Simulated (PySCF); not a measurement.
# Polarisability of `C[O+](C)CCF`

Species: C4H10FO (charge +1).
Atom-mapped SMILES: `[CH3:1][O+:2]([CH3:3])[CH2:4][CH2:5][F:6]` (hydrogens: H7, H8, H9 on C1; H10, H11, H12 on C3; H13, H14 on C4; H15, H16 on C5)

Cartesian coordinates in Å at the PBE0-D3(BJ)/def2-SVP level; atoms count from 1:
```
atom  x, y, z in Å
C1    -0.4231   -0.5825   -1.2764
O2    -0.0849    0.3495   -0.1933
C3    -1.2316    1.0310    0.3969
C4     0.9413   -0.1198    0.7657
C5     2.3150   -0.0614    0.1623
F6     2.4728   -1.0212   -0.7951
H7    -0.9230    0.0124   -2.0483
H8    -1.0794   -1.3664   -0.8731
H9     0.5238   -0.9901   -1.6406
H10   -0.8390    1.8671    0.9855
H11   -1.8360    1.4034   -0.4371
H12   -1.7971    0.3217    1.0176
H13    0.8697    0.5684    1.6168
H14    0.6557   -1.1367    1.0763
H15    2.5116    0.9317   -0.2743
H16    3.0369   -0.2354    0.9786
```

Level: wB97X-D/def2-SVPD (PySCF), static field, nuclei fixed, core orbitals frozen in the response. The polarisability tensor in these axes (au):

```
x   55.90 -2.57  1.60
y   -2.57 47.81  2.74
z    1.60  2.74 50.01
```

Q: What are the eigenvalues, a third of the trace, and Δα (Δα² = ½Σ(αi − αj)² over the three pairs)?

A: Principal values 45.11, 51.87 and 56.75 au; mean 51.24 au = 7.59 Å³ = 8.45 × 10⁻⁴⁰ C²·m²/J; Δα = 10.13 au (20 % of the mean).

Q: Sum over states: ᾱ = Σ f/ω², ω in Eh. What share falls to these 6 lowest TDDFT singlets (eV, f)? 8.88, 0.0042; 9.54, 0.0429; 9.78, 0.0009; 10.41, 0.0473; 10.50, 0.0125; 10.61, 0.0044.

A: They add up to 0.83 au, 1.6 % of the 51.24 au; the largest single term is 0.35 au, from the state at 9.54 eV. Terms in order: 0.04, 0.35, 0.01, 0.32, 0.08, 0.03 au. Higher excitations give the rest. The strengths listed sum to 0.112.

Q: Give the principal axes and the span of the nuclei along them.

A: Largest value along (0.96, -0.24, 0.13), where the nuclei span 5.27 Å; middle along (0.02, 0.55, 0.83), 3.74 Å; least along (0.27, 0.80, -0.54), 2.88 Å. The response follows the extents in order.

Q: Traceless (Buckingham) quadrupole moment about the centre of nuclear charge: eigenvalues?

A: -7.51, -1.96, 9.47 D·Å. The values depend on the origin, since the species is charged. The electronic extent ⟨r²⟩ about the same centre is 675 bohr², a root-mean-square distance of 1.94 Å for the 50 electrons.

Q: Rayleigh depolarisation ratio (linearly polarised light, static tensor)?

A: ρ = 3Δα²/(45ᾱ² + 4Δα²) = 307.8/(118154 + 410.5) = 0.0026.

The structure is a single PBE0-D3(BJ)/def2-SVP conformer in the gas phase; no vibrational or solvent corrections.

The run behind these numbers computed excited states as well. The run took 35 s wall on one thread of an x86-64 server (shared host).

The pairwise dispersion term of wB97X-D wasn't added to the energies; at a given geometry it leaves orbitals and properties as they are.
